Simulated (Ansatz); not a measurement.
## Ansatz (development build ahead of 0.2.0) run

```yaml
crystal:
  periodic: [false, false, false]
  atoms:
    - { symbol: B, position_ang: [-0.00891, -0.00443, -0.00097] }
    - { symbol: H, position_ang: [0.71852, 0.72751, 0.73066] }
    - { symbol: H, position_ang: [0.72644, -0.72503, -0.73207] }
    - { symbol: H, position_ang: [-0.73036, 0.72714, -0.72818] }
    - { symbol: H, position_ang: [-0.72564, -0.73251, 0.72399] }
basis:
  gaussian: { orbitals: cc-pVDZ }
total_charge: -1
hamiltonian:
  xc: hf
```

The input is written out in the form of the current development build from the run's settings.

The run gave:

```yaml
Converged: yes
Total_energy: -26.97246 hartree
Spin_squared_of_the_determinant: 0.000
```

Caution: no diffuse functions for an anion.
